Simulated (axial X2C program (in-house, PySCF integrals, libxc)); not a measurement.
**What spin–orbit coupling does to NaP⁻**

Computed with an axial X2C code built on PySCF integrals. Spin-free means the one-electron spin-free X2C Hamiltonian; two-component (2c) means X2C with spin–orbit coupling and atomic mean-field two-electron Coulomb and Gaunt terms, so the difference of the two also holds small scalar two-electron terms. Basis: P dyall-av3z [9s8p3d2f], Na dyall-av3z [10s9p5d2f] (cores contracted in-house); Gaussian nuclei, density fitting, unrestricted open shells. Masses: P 30.974 u, Na 22.990 u.

Spin-free state: M_S = 3/2, Λ = 0 (beyond evenly filled blocks: σα, π+α, π-α); fragments P + Na- for HF; P- + Na for MP2, CCSD, CCSD(T).

```
  level  Re (Å)  ωe (cm⁻¹)  De (eV)  μ (D)
     HF   2.836      216.7      n/a  -5.42
    MP2   2.802      217.3    1.189    n/a
   CCSD   2.790      218.5    1.192    n/a
CCSD(T)   2.794      214.5      n/a    n/a
```

Correlated methods: 15 electrons correlated (number of frozen shells: P 2 s, 1 p; Na 1 s), 239 virtual spin orbitals or spinors in MP2, 89 natural virtuals in coupled cluster.

Dipoles are positive if Na is the positive end and refer to the centre of mass.

Two-component determinant lowest at the distance of the search:

Ω = 3/2 (⟨Sz⟩ = 1.50, ⟨Lz⟩ = 0.00 at HF); fragments P + Na- for HF; P- + Na for MP2, CCSD, CCSD(T).

```csv
level,Re (Å),ωe (cm⁻¹),De (eV),μ (D)
HF,2.836,216.6,n/a,-5.42
MP2,2.802,217.1,1.180,n/a
CCSD,2.791,222.9,1.197,n/a
CCSD(T),2.795,217.2,n/a,n/a
```

(1) From the two tables, how do the constants change at the CCSD(T) level (2c against spin-free)?

De is counted from the lowest determinant-based energies of the atoms at the same level, without counterpoise correction. De is not given where an atomic determinant may have missed its ground term or J level, or where the truncated virtual space spoils (T). Coupled cluster ran in a truncated set of natural virtual spinors; the MP2 energy of the rest was added. (T) has no such correction and the atoms are truncated less, which lowers De at CCSD(T) by a hundredth of an eV or more. The 2c atoms are single determinants rather than J levels; their spin–orbit lowering is only partly caught, and De is too large by that part. This holds for CCSD. The state is one determinant with fixed occupations, lowest in a PBE0 search at one distance only: followed along the bond, the 2c determinant Ω = 1/2 reaches 0.14 eV lower at PBE0, at Re = 2.792 Å, so the state shown is not the lowest. With several unpaired electrons one determinant need not be a pure state. A state of lower Ω lies just above, and one determinant can place such states too high, so the state shown need not be the lowest. The search has Ω = 1/2 only 0.03 eV up. This is the top spin component of a Σ state; components of lower Ω are not single determinants and can lie lower.

Results:

(1) At the CCSD(T) level Re is unchanged within 0.001 Å and ωe rises by 2.7 cm⁻¹.
